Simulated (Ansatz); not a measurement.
# CH7Si (doublet): the correlation ladder at distance C1–H5 along a hydrogen transfer = 1.137 Å, cc-pVDZ

The task here is to estimate one member of a computed series from the others.

Computed with Ansatz 0.2.0, Gaussian basis. Level: cc-pVDZ, core rule «outside noble gas», up to 6 orbitals frozen.

To be run: UHF; CCSD(T) on ROHF; CCSD(T) on UHF; BCCD(T) on ROHF; CISD; CCSDT(Q) on ROHF; CCSDT(Q) on UHF; CASSCF and MRCISD+Q, 3 electrons in 3 orbitals; CASSCF and NEVPT2, 3 electrons in 3 orbitals; CASSCF and MRCISD+Q, 9 electrons in 9 orbitals; CASSCF and NEVPT2, 9 electrons in 9 orbitals.

1 further run of the same task is left out (it didn't finish).

## What is computed

The geometry derives from fragments relaxed apart (PBE0/def2-TZVP) and kept rigid, so it is no stationary point. A hydrogen atom is moved between rigid fragments.

9 atoms, charge 0, spin multiplicity 2.

Atoms are counted from 1 here; the program's logs count them from 0.

Bond lengths: C1–H2 1.090 Å, C1–H3 1.090 Å, C1–H4 1.090 Å, C1–H5 1.137 Å, Si6–H7 1.486 Å, Si6–H8 1.486 Å, Si6–H9 1.486 Å. Angles: H2–C1–H3 109.5°, H2–C1–H4 109.5°, H2–C1–H5 109.5°, H3–C1–H4 109.5°, H3–C1–H5 109.5°, H4–C1–H5 109.5°, H7–Si6–H8 111.3°, H7–Si6–H9 111.3°, H8–Si6–H9 111.3°.

Set-up of the first run:

in.yaml reads:

```yaml
crystal:
  periodic: [false, false, false]
  atoms:
    - {symbol: C, position_ang: [-1.918790, 0.000000, 0.000000]}
    - {symbol: H, position_ang: [-2.281996, 1.027301, 0.000000]}
    - {symbol: H, position_ang: [-2.281996, -0.513650, 0.889668]}
    - {symbol: H, position_ang: [-2.281996, -0.513650, -0.889669]}
    - {symbol: H, position_ang: [-0.781790, 0.000000, 0.000000]}
    - {symbol: Si, position_ang: [0.944210, 0.000000, 0.000000]}
    - {symbol: H, position_ang: [1.394183, -1.416253, 0.000000]}
    - {symbol: H, position_ang: [1.394183, 0.708127, -1.226511]}
    - {symbol: H, position_ang: [1.394183, 0.708127, 1.226511]}
basis:
  gaussian: {orbitals: cc-pVDZ}
magnetization: {spin_polarized: true, initial_magnetization: 1}
hamiltonian: {xc: hf}
output: {orbitals: {seedname: orbitals}}
```

The run is started by

```console
$ ansatz run in.yaml --threads 1 --pin off --events-out ev --progress --plain --max-ram 4096MiB --backend cpu
```

Among the steps run: UHF; CCSD(T) on ROHF; CCSD(T) on UHF; BCCD(T) on ROHF; CISD; CCSDT(Q) on ROHF; CCSDT(Q) on UHF; CASSCF and MRCISD+Q, 3 electrons in 3 orbitals; CASSCF and NEVPT2, 3 electrons in 3 orbitals; CASSCF and MRCISD+Q, 9 electrons in 9 orbitals; CASSCF and NEVPT2, 9 electrons in 9 orbitals.

One of the session's tables, all rows but one given; the rest of the session is left out.

| method | from UCCSDT(Q) (kJ/mol) |
| --- | --- |
| ROHF | +868.7 |
| UHF | +857.1 |
| RMP2 | +150.7 |
| UMP2 | +153.0 |
| CISD | +106.1 |
| RCCSD | +23.0 |
| UCCSD | +22.7 |
| RCCSD(T) | +3.6 |
| UCCSD(T) | +3.7 |
| BCCD(T) | +3.6 |
| RCCSDT | +0.8 |
| UCCSDT | +0.8 |
| RCCSDT(Q) | 0.0 |
| UCCSDT(Q) | 0 |
| CASSCF frontier | +648.7 |
| NEVPT2 frontier | +156.4 |
| MRCISD frontier | +64.0 |
| MRCISD+Q frontier | ? |

Estimate the missing values for MRCISD+Q frontier.

The run gave: from UCCSDT(Q) (kJ/mol): +5.3. In the column «from UCCSDT(Q) (kJ/mol)» it lies between UCCSD(T) (+3.7) and UCCSD (+22.7).

Limits of these values: Left out of the table: CASSCF pair, NEVPT2 pair, MRCISD pair, MRCISD+Q pair (the active space lost an orbital or holds another state than full CI finds). Restricted and unrestricted rows rest on different reference determinants; where their highest levels disagree by more than a few hundredths of an eV, they describe different states and don't form one ladder. Warnings in the runs' records: passed over end.
